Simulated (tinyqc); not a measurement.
Inside a calculation. Method: CCD on RHF in the sto-6g basis, for HF, spin multiplicity 1. One step of it, computed by the program tinyqc.

Task: Iteration 1: building the Fock matrix. J_ij = sum D_kl (ij|kl), K_ij = sum D_kl (ik|jl); F = H + J - 0.5 K; E = tr D H + tr D J / 2 - 0.25 tr D K + E_nn.

D at the start:
```
            1F 1s      1F 2s    1F 2px    1F 2py     1F 2pz      2H 1s
1F 1s    2.151302  -0.493617  0.000000  0.000000   0.015568  -0.012506
1F 2s   -0.493617   2.135103  0.000000  0.000000  -0.101943   0.026220
1F 2px   0.000000   0.000000  1.636747  0.000000   0.000000   0.000000
1F 2py   0.000000   0.000000  0.000000  1.636747   0.000000   0.000000
1F 2pz   0.015568  -0.101943  0.000000  0.000000   1.496950   0.161402
2H 1s   -0.012506   0.026220  0.000000  0.000000   0.161402   1.030251
```

core Hamiltonian H = T + V (hartree):
```
             1F 1s       1F 2s     1F 2px     1F 2py     1F 2pz      2H 1s
1F 1s   -41.037906   -9.151611   0.000000   0.000000  -0.017981  -2.271356
1F 2s    -9.151611  -10.999057   0.000000   0.000000  -0.199832  -4.493061
1F 2px    0.000000    0.000000  -8.784332   0.000000   0.000000   0.000000
1F 2py    0.000000    0.000000   0.000000  -8.784332   0.000000   0.000000
1F 2pz   -0.017981   -0.199832   0.000000   0.000000  -8.919880  -2.826261
2H 1s    -2.271356   -4.493061   0.000000   0.000000  -2.826261  -5.697506
```

Two-electron integrals (ij|kl) in chemists' order, unique and non-zero (hartree):
```
(11|11) 5.406240   (21|11) 0.768129   (21|21) 0.138909   (22|11) 1.266271
(22|21) 0.283987   (22|22) 0.926367   (31|31) 0.029452   (32|31) 0.044681
(32|32) 0.204753   (33|11) 1.266273   (33|21) 0.283987   (33|22) 0.926366
(33|33) 0.998085   (41|41) 0.029452   (42|41) 0.044681   (42|42) 0.204753
(43|43) 0.053789   (44|11) 1.266273   (44|21) 0.283987   (44|22) 0.926366
(44|33) 0.890506   (44|44) 0.998085   (51|51) 0.029452   (52|51) 0.044681
(52|52) 0.204753   (53|53) 0.053789   (54|54) 0.053789   (55|11) 1.266273
(55|21) 0.283987   (55|22) 0.926366   (55|33) 0.890506   (55|44) 0.890506
(55|55) 0.998085   (61|11) 0.202436   (61|21) 0.035064   (61|22) 0.070024
(61|33) 0.069900   (61|44) 0.069900   (61|51) 0.001512   (61|52) 0.002941
(61|55) 0.070272   (61|61) 0.008999   (62|11) 0.466361   (62|21) 0.105943
(62|22) 0.380021   (62|33) 0.374906   (62|44) 0.374906   (62|51) 0.007569
(62|52) 0.054624   (62|55) 0.390251   (62|61) 0.026686   (62|62) 0.185091
(63|31) 0.012343   (63|32) 0.068631   (63|53) 0.011650   (63|63) 0.028624
(64|41) 0.012343   (64|42) 0.068631   (64|54) 0.011650   (64|64) 0.028624
(65|11) 0.295277   (65|21) 0.068084   (65|22) 0.261063   (65|33) 0.249568
(65|44) 0.249568   (65|51) 0.016778   (65|52) 0.105398   (65|55) 0.284051
(65|61) 0.017992   (65|62) 0.156025   (65|65) 0.159780   (66|11) 0.579811
(66|21) 0.134145   (66|22) 0.548392   (66|33) 0.529171   (66|44) 0.529171
(66|51) 0.013430   (66|52) 0.130562   (66|55) 0.586833   (66|61) 0.034131
(66|62) 0.326846   (66|65) 0.320109   (66|66) 0.774999
```

nuclear repulsion = 5.51864994 hartree

Give: Coulomb J; exchange K; Fock matrix F; total energy of this density.

Result:

Coulomb J (hartree):
```
         1F 1s  1F 2s  1F 2px  1F 2py  1F 2pz  2H 1s
1F 1s   20.328  3.641   0.000   0.000   0.011  0.926
1F 2s    3.641  9.508   0.000   0.000   0.131  3.907
1F 2px   0.000  0.000   9.490   0.000   0.000  0.000
1F 2py   0.000  0.000   0.000   9.490   0.000  0.000
1F 2pz   0.011  0.131   0.000   0.000   9.546  2.736
2H 1s    0.926  3.907   0.000   0.000   2.736  5.788
```

exchange K (hartree):
```
         1F 1s  1F 2s  1F 2px  1F 2py  1F 2pz  2H 1s
1F 1s   11.316  1.806   0.000   0.000   0.017  0.514
1F 2s    1.806  3.199   0.000   0.000   0.138  1.552
1F 2px   0.000  0.000   2.295   0.000   0.000  0.000
1F 2py   0.000  0.000   0.000   2.295   0.000  0.000
1F 2pz   0.017  0.138   0.000   0.000   2.388  0.986
2H 1s    0.514  1.552   0.000   0.000   0.986  1.608
```

Fock matrix F (hartree):
```
          1F 1s   1F 2s  1F 2px  1F 2py  1F 2pz   2H 1s
1F 1s   -26.367  -6.413   0.000   0.000  -0.015  -1.602
1F 2s    -6.413  -3.090   0.000   0.000  -0.138  -1.362
1F 2px    0.000   0.000  -0.442   0.000   0.000   0.000
1F 2py    0.000   0.000   0.000  -0.442   0.000   0.000
1F 2pz   -0.015  -0.138   0.000   0.000  -0.568  -0.584
2H 1s    -1.602  -1.362   0.000   0.000  -0.584  -0.713
```

total energy of this density = -100.47083 hartree

This density is the starting one; it is not idempotent, so its energy is not variational and may lie below the converged one.
